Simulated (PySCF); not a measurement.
Molecule: SMILES C=[N+](C)C, [C3H8N]+.

Bonds (- single, = double, # triple, : aromatic): C1=N2, N2-C3, N2-C4. C1 carries H5, H6; C3 carries H7, H8, H9; C4 carries H10, H11, H12. Formal charges: N2 +1.

Total charge +1.

Frames of a GFN2-xTB Langevin trajectory at 300 K; GIAO PBE0/pcSseg-1 shieldings in PySCF 2.14.0 with density-fitted response routines, gas phase, non-relativistic; equivalent atoms averaged within each frame.

Referencing at the same level of theory: $^{13}$C (σref 186.93), $^{1}$H (σref 31.72) against TMS; NH3 for $^{15}$N (σref 267.73). The references are static minima.

Problem. How do the shifts (ppm) fluctuate along the trajectory?

Solution. 
```tsv
time (fs)	C1	C3/C4	N2	H5/H6	H7/H8/H9/H10/H11/H12
optimised geometry	178.3	49.7	257.3	8.03	4.11
250	190.0	53.3	270.4	8.16	4.07
425	189.5	46.3	268.4	8.65	4.07
625	168.9	55.9	253.1	7.68	4.42
800	169.7	48.4	246.7	7.81	4.55
1000	168.9	56.4	264.9	7.45	4.57
mean of frames	177.4	52.1	260.7	7.95	4.34
standard deviation	11.3	4.5	10.3	0.47	0.25
```

5 frames give an uncertainty of the mean of about the standard deviation over 2.2 at best, since frames this close in time may not be independent; classical motion lacks zero-point vibration, and the reference would need the same averaging.
